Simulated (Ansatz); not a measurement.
## Ansatz (development build ahead of 0.2.0) run

```yaml
crystal:
  periodic: [false, false, false]
  atoms:
    - { symbol: C, position_ang: [-0.82438, -0.30416, 0.19259] }
    - { symbol: F, position_ang: [-2.21271, -0.76596, 2.4071] }
basis:
  gaussian: { orbitals: STO-3G }
total_charge: 1
hamiltonian:
  xc: hf
correlation:
  method: fci
  frozen_orbitals: { C: 1, F: 1 }
```

The input is written out in the form of the current development build from the run's settings.

Output:

```yaml
Converged: yes
Reference_energy: -134.63883 hartree
Correlation_energy: -0.26923 hartree
Total_energy: -134.90805 hartree
State: lowest singlet root, of any spatial symmetry
```

Caution: other spin multiplicities were not run.
